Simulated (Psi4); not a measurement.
**Two attempts at doublet C2H4ClF+**

Wanted: energy and gradient of doublet C2H4ClF+, USVWN5/6-311+G**.

The results are computed with Psi4 1.11.

3 further runs of the same task are left out: 2 that didn't finish, 1 set aside as unsound or not needed.

## (1) Starting point

C2H4ClF+: 8 atoms, total charge +1, spin state doublet. As SMILES of the parent species, `FCCCl`. The shape is that of a PBE0-D4/def2-TZVP optimisation. This is one conformer, not always the lowest. That shape belongs to the parent species and isn't relaxed for this state.

Bond lengths: F1–C2 1.375 Å, C2–C3 1.501 Å, C3–Cl4 1.778 Å, C2–H5 1.093 Å, C2–H6 1.096 Å, C3–H7 1.090 Å, C3–H8 1.091 Å. Some angles: F1–C2–C3 110.9°, C2–C3–Cl4 112.2°, F1–C2–H5 108.3°, F1–C2–H6 108.0°, C3–C2–H5 111.2°, C3–C2–H6 109.0°, C2–C3–H7 110.7°, C2–C3–H8 109.7°, Cl4–C3–H7 107.4°, Cl4–C3–H8 107.5°.

## (2) First attempt

File job.in:

```
memory 1.6 GB

molecule {
  1 2
  F     -1.336980     0.498150     1.030500
  C     -0.143560     0.671020     0.368890
  C      0.300450    -0.609920    -0.275720
  Cl    -0.759330    -1.087620    -1.620890
  H     -0.273910     1.462220    -0.374180
  H      0.609620     0.981160     1.102570
  H      0.296790    -1.425630     0.446820
  H      1.306920    -0.489380    -0.677980
  symmetry c1
  no_reorient
  no_com
}

set {
  basis 6-311+G**
  reference uks
  puream true
  e_convergence 1e-09
  d_convergence 1e-06
  scf_type pk
  dft_radial_points 99
  dft_spherical_points 590
  maxiter 100
  mom_start 5
}

e_tot, wfn = gradient('scf', dft_functional={"name": "SVWN5", "x_functionals": {"LDA_X": {}}, "c_functionals": {"LDA_C_VWN": {}}}, return_wfn=True)
print_variables()
```

Started as:

```
psi4 -i job.in -o job.out -n 1
```

job.out:

```text
Psi4 1.11 release

gradient() will perform analytic gradient computation.

   => Loading Basis Set <=

    Name: 6-311+G**
    Role: ORBITAL
    Keyword: BASIS

         ---------------------------------------------------------
                                   SCF
                              UKS Reference
                        1 Threads,   1525 MiB Core
         ---------------------------------------------------------

  ==> Geometry <==

    Molecular point group: c1
    Full point group: C1

    Geometry (in Angstrom), charge = 1, multiplicity = 2:

       Center              X                  Y                   Z               Mass
    ------------   -----------------  -----------------  -----------------  -----------------
         F           -1.336980000000     0.498150000000     1.030500000000    18.998403162730
         C           -0.143560000000     0.671020000000     0.368890000000    12.000000000000
         C            0.300450000000    -0.609920000000    -0.275720000000    12.000000000000
[... 4 lines of this table left out ...]
         H            1.306920000000    -0.489380000000    -0.677980000000     1.007825032230

  Running in c1 symmetry.

[... 77 lines left out ...]
    Weights Tolerance      =       1.00E-15
[... 50 lines left out ...]
   @UKS iter   1:  -635.00763778931798    5.65974e-01   7.74319e-03 ADIIS/DIIS
[... 2 lines left out ...]
   @UKS iter   4:  -635.44226314199409    1.77284e-02   1.49284e-03 ADIIS/DIIS
[... 2 lines left out ...]
   @UKS iter   7:  -635.46697975231791   -3.28980e-03   3.41924e-04 ADIIS/DIIS/MOM
[... 3 lines left out ...]
   @UKS iter  91:  -609.85485185273842    1.68274e+00   7.30806e-03 ADIIS/DIIS/MOM
[... 2 lines left out ...]
   @UKS iter  94:  -609.56938563848223    1.32736e+00   3.75811e-03 ADIIS/DIIS/MOM
[... 2 lines left out ...]
   @UKS iter  97:  -610.49338844947113   -1.10875e+00   2.91125e-03 ADIIS/DIIS/MOM
[... 2 lines left out ...]
   @UKS iter 100:  -609.21741867163280   -1.98441e+00   4.75405e-03 ADIIS/DIIS/MOM
[... 1 line left out ...]
PsiException: Could not converge SCF iterations in 100 iterations.

  Failed to converge.

psi4.driver.p4util.exceptions.SCFConvergenceError: Could not converge SCF iterations in 100 iterations.

Printing out the relevant lines from the Psithon --> Python processed input file:
    core.set_global_option("SCF_TYPE", "pk")
    core.set_global_option("DFT_RADIAL_POINTS", 99)
    core.set_global_option("DFT_SPHERICAL_POINTS", 590)
    core.set_global_option("MAXITER", 100)
    core.set_global_option("MOM_START", 5)
--> e_tot, wfn = gradient('scf', dft_functional={"name": "SVWN5", "x_functionals": {"LDA_X": {}}, "c_functionals": {"LDA_C_VWN": {}}}, return_wfn=True)
    print_variables()

!-------------------------------------------------------!
!                                                       !
!  Could not converge SCF iterations in 100 iterations. !
!                                                       !
!-------------------------------------------------------!

    Psi4 run time: 0:02:03.18
```

It took 2.1 min on 1 thread of Intel Xeon 6975P-C (Granite Rapids), shared host; peak memory 0.73 GiB.

## (3) Diagnosis

No converged result was reached.

The telling line is `Could not converge SCF iterations in 100 iterations.`. In place of `mom_start 5` the sound input has `soscf true`, `soscf_start_convergence 0.001`. These settings are changed for another try; the log doesn't prove which change is needed.

## (4) The mended input

job.in: that of step 2 with these lines changed.

```diff
@@ -27,3 +27,4 @@
   maxiter 100
-  mom_start 5
+  soscf true
+  soscf_start_convergence 0.001
 }
```

Started as:

```
psi4 -i job.in -o job.out -n 1
```

job.out, cut to the lines that bear on the results:

```text
[...]
  Running in c1 symmetry.
[...]
  Nuclear repulsion =  161.672007380544187
[...]
  Multiplicity = 2
[...]
  Nalpha       = 21
  Nbeta        = 20
[...]
    Number of basis functions: 120
[...]
   @UKS iter   1:  -635.00763778931798    5.65974e-01   7.74319e-03 ADIIS/DIIS
[...]
   @UKS iter  21:  -635.46793238555699   -6.95877e-10   3.02215e-07 SOKS, nmicro=conv
[...]
   @S^2 Observed:                7.508519989E-01
[...]
  @UKS Final Energy:  -635.46793238555699
   => Energetics <=
    Nuclear Repulsion Energy =            161.6720073805441871
    One-Electron Energy =               -1189.5298166399977617
    Two-Electron Energy =                 440.1026542571659093
    DFT Exchange-Correlation Energy =     -47.7127773832694544
    Empirical Dispersion Energy =           0.0000000000000000
    VV10 Nonlocal Energy =                  0.0000000000000000
    Total Energy =                       -635.4679323855569919
[...]
 Multipole Moments:
 ------------------------------------------------------------------------------------
     Multipole            Electronic (a.u.)      Nuclear  (a.u.)        Total (a.u.)
 ------------------------------------------------------------------------------------
 L = 1.  Multiply by 2.5417464519 to convert [e a0] to [Debye]
 Dipole X            :         42.0576494          -41.6886244            0.3690249
 Dipole Y            :         23.3088848          -24.7766150           -1.4677302
 Dipole Z            :         30.4350485          -32.5493609           -2.1143124
 Magnitude           :                                                    2.6001400
[...]
  -Total Gradient:
     Atom            X                  Y                   Z
    ------   -----------------  -----------------  -----------------
       1        0.006088909641     0.004364822924    -0.001067013430
       2        0.001245397579     0.011801053580     0.010688879171
       3        0.034367342412    -0.001777720941     0.023504983738
       4       -0.013876781205    -0.010274611913    -0.022830738308
       5        0.003912170211    -0.014697608154     0.009198633855
       6       -0.012664664078    -0.005485440556    -0.014121497515
       7       -0.004730041746     0.012959899278    -0.008091546747
       8       -0.014325572688     0.003099508553     0.002711691909
[...]
```

It took 3 min on 1 thread of Intel Xeon 6975P-C (Granite Rapids), shared host; peak memory 0.74 GiB.

## (5) Results

At USVWN5/6-311+G**:

| quantity | value |
| --- | --- |
| total energy | -635.46793 Eh |
| HOMO energy (highest over α and β) | -14.48 eV |
| LUMO energy (lowest over α and β) | -14.40 eV |
| ⟨S²⟩ | 0.751 |
| largest force on an atom | 2.143 eV/Å |
